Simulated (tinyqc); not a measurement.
Worked calculation: UKS/PBE0 in the sto-3g basis, for LiH+, spin multiplicity 2. One step of it, computed by the program tinyqc.

Question. Iteration 2: building the Kohn-Sham matrix. J_ij = sum D_kl (ij|kl) with D = D(alpha) + D(beta), K_ij = sum D_kl (ik|jl) for each spin; F = H + J - 0.25 K(s) + V_xc; E = tr D H + tr D J / 2 - 0.125 sum_s tr D(s) K(s) + E_xc + E_nn.

D(alpha) after iteration 1:
```
            1Li 1s    1Li 2s   1Li 2px   1Li 2py    1Li 2pz      2H 1s
1Li 1s    0.979102  0.037842  0.000000  0.000000  -0.005040  -0.039916
1Li 2s    0.037842  0.017376  0.000000  0.000000   0.018380   0.116735
1Li 2px   0.000000  0.000000  0.000000  0.000000   0.000000   0.000000
1Li 2py   0.000000  0.000000  0.000000  0.000000   0.000000   0.000000
1Li 2pz  -0.005040  0.018380  0.000000  0.000000   0.021706   0.138260
2H 1s    -0.039916  0.116735  0.000000  0.000000   0.138260   0.880727
```

D(beta) after iteration 1:
```
            1Li 1s     1Li 2s   1Li 2px   1Li 2py    1Li 2pz      2H 1s
1Li 1s    0.978901   0.040373  0.000000  0.000000  -0.000110  -0.003407
1Li 2s    0.040373   0.001665  0.000000  0.000000  -0.000005  -0.000141
1Li 2px   0.000000   0.000000  0.000000  0.000000   0.000000   0.000000
1Li 2py   0.000000   0.000000  0.000000  0.000000   0.000000   0.000000
1Li 2pz  -0.000110  -0.000005  0.000000  0.000000   0.000000   0.000000
2H 1s    -0.003407  -0.000141  0.000000  0.000000   0.000000   0.000012
```

core Hamiltonian H = T + V (hartree):
```
            1Li 1s     1Li 2s    1Li 2px    1Li 2py    1Li 2pz      2H 1s
1Li 1s   -4.583255  -1.027300   0.000000   0.000000  -0.004621  -0.009024
1Li 2s   -1.027300  -1.280732   0.000000   0.000000  -0.054374  -0.163824
1Li 2px   0.000000   0.000000  -1.041783   0.000000   0.000000   0.000000
1Li 2py   0.000000   0.000000   0.000000  -1.041783   0.000000   0.000000
1Li 2pz  -0.004621  -0.054374   0.000000   0.000000  -1.076647  -0.248210
2H 1s    -0.009024  -0.163824   0.000000   0.000000  -0.248210  -0.998062
```

Two-electron integrals (ij|kl) in chemists' order, unique and non-zero (hartree):
```
(11|11) 1.680395   (21|11) 0.265420   (21|21) 0.049941   (22|11) 0.397727
(22|21) 0.092860   (22|22) 0.290562   (31|31) 0.008981   (32|31) 0.013788
(32|32) 0.064184   (33|11) 0.396640   (33|21) 0.092880   (33|22) 0.290497
(33|33) 0.312946   (41|41) 0.008981   (42|41) 0.013788   (42|42) 0.064184
(43|43) 0.016869   (44|11) 0.396640   (44|21) 0.092880   (44|22) 0.290497
(44|33) 0.279207   (44|44) 0.312946   (51|51) 0.008981   (52|51) 0.013788
(52|52) 0.064184   (53|53) 0.016869   (54|54) 0.016869   (55|11) 0.396640
(55|21) 0.092880   (55|22) 0.290497   (55|33) 0.279207   (55|44) 0.279207
(55|55) 0.312946   (61|11) 0.001929   (61|21) 0.000379   (61|22) 0.000766
(61|33) 0.000751   (61|44) 0.000751   (61|51) 0.000065   (61|52) 0.000136
(61|55) 0.000797   (61|61) 3.51e-06   (62|11) 0.028166   (62|21) 0.006769
(62|22) 0.026182   (62|33) 0.024617   (62|44) 0.024617   (62|51) 0.000894
(62|52) 0.008171   (62|55) 0.029279   (62|61) 0.000069   (62|62) 0.006751
(63|31) 0.000207   (63|32) 0.001504   (63|53) 0.000812   (63|63) 0.000213
(64|41) 0.000207   (64|42) 0.001504   (64|54) 0.000812   (64|64) 0.000213
(65|11) 0.042792   (65|21) 0.010299   (65|22) 0.040188   (65|33) 0.037639
(65|44) 0.037639   (65|51) 0.001388   (65|52) 0.012826   (65|55) 0.045236
(65|61) 0.000106   (65|62) 0.010738   (65|65) 0.017100   (66|11) 0.177160
(66|21) 0.042719   (66|22) 0.175279   (66|33) 0.164163   (66|44) 0.164163
(66|51) 0.004620   (66|52) 0.053226   (66|55) 0.197166   (66|61) 0.000424
(66|62) 0.063398   (66|65) 0.101958   (66|66) 0.774606
```

nuclear repulsion = 0.53148029 hartree

V_xc(alpha) (hartree):
```
            1Li 1s     1Li 2s    1Li 2px    1Li 2py    1Li 2pz      2H 1s
1Li 1s   -0.818135  -0.104433   0.000000   0.000000  -0.000544  -0.000719
1Li 2s   -0.104433  -0.088981   0.000000   0.000000  -0.015981  -0.025291
1Li 2px   0.000000   0.000000  -0.083554   0.000000   0.000000   0.000000
1Li 2py   0.000000   0.000000   0.000000  -0.083554   0.000000   0.000000
1Li 2pz  -0.000544  -0.015981   0.000000   0.000000  -0.097125  -0.041077
2H 1s    -0.000719  -0.025291   0.000000   0.000000  -0.041077  -0.368766
```

V_xc(beta) (hartree):
```
            1Li 1s     1Li 2s    1Li 2px    1Li 2py    1Li 2pz      2H 1s
1Li 1s   -0.817801  -0.103844   0.000000   0.000000  -0.000091  -0.000707
1Li 2s   -0.103844  -0.067075   0.000000   0.000000   0.002596   0.038214
1Li 2px   0.000000   0.000000  -0.068101   0.000000   0.000000   0.000000
1Li 2py   0.000000   0.000000   0.000000  -0.068101   0.000000   0.000000
1Li 2pz  -0.000091   0.002596   0.000000   0.000000  -0.062837   0.063625
2H 1s    -0.000707   0.038214   0.000000   0.000000   0.063625   0.646182
```

E_xc = sum of w rho eps_xc = -1.53317485 hartree

Give: Coulomb J; exchange K(alpha); exchange K(beta); F(alpha); F(beta); total energy of this density.

Answer.

Coulomb J (hartree):
```
         1Li 1s  1Li 2s  1Li 2px  1Li 2py  1Li 2pz  2H 1s
1Li 1s    3.522   0.573    0.000    0.000    0.005  0.004
1Li 2s    0.573   0.977    0.000    0.000    0.055  0.118
1Li 2px   0.000   0.000    0.963    0.000    0.000  0.000
1Li 2py   0.000   0.000    0.000    0.963    0.000  0.000
1Li 2pz   0.005   0.055    0.000    0.000    0.996  0.185
2H 1s     0.004   0.118    0.000    0.000    0.185  1.088
```

exchange K(alpha) (hartree):
```
         1Li 1s  1Li 2s  1Li 2px  1Li 2py  1Li 2pz  2H 1s
1Li 1s    1.666   0.279    0.000    0.000    0.000  0.002
1Li 2s    0.279   0.076    0.000    0.000    0.026  0.086
1Li 2px   0.000   0.000    0.012    0.000    0.000  0.000
1Li 2py   0.000   0.000    0.000    0.012    0.000  0.000
1Li 2pz   0.000   0.026    0.000    0.000    0.048  0.129
2H 1s     0.002   0.086    0.000    0.000    0.129  0.726
```

exchange K(beta) (hartree):
```
         1Li 1s  1Li 2s  1Li 2px  1Li 2py  1Li 2pz  2H 1s
1Li 1s    1.666   0.278    0.000    0.000    0.000  0.002
1Li 2s    0.278   0.057    0.000    0.000    0.000  0.001
1Li 2px   0.000   0.000    0.010    0.000    0.000  0.000
1Li 2py   0.000   0.000    0.000    0.010    0.000  0.000
1Li 2pz   0.000   0.000    0.000    0.000    0.010  0.000
2H 1s     0.002   0.001    0.000    0.000    0.000  0.000
```

F(alpha) (hartree):
```
         1Li 1s  1Li 2s  1Li 2px  1Li 2py  1Li 2pz   2H 1s
1Li 1s   -2.296  -0.628    0.000    0.000    0.000  -0.006
1Li 2s   -0.628  -0.412    0.000    0.000   -0.022  -0.093
1Li 2px   0.000   0.000   -0.165    0.000    0.000   0.000
1Li 2py   0.000   0.000    0.000   -0.165    0.000   0.000
1Li 2pz   0.000  -0.022    0.000    0.000   -0.189  -0.137
2H 1s    -0.006  -0.093    0.000    0.000   -0.137  -0.460
```

F(beta) (hartree):
```
         1Li 1s  1Li 2s  1Li 2px  1Li 2py  1Li 2pz   2H 1s
1Li 1s   -2.295  -0.627    0.000    0.000    0.000  -0.006
1Li 2s   -0.627  -0.385    0.000    0.000    0.003  -0.008
1Li 2px   0.000   0.000   -0.149    0.000    0.000   0.000
1Li 2py   0.000   0.000    0.000   -0.149    0.000   0.000
1Li 2pz   0.000   0.003    0.000    0.000   -0.146   0.000
2H 1s    -0.006  -0.008    0.000    0.000    0.000   0.736
```

total energy of this density = -7.63934 hartree
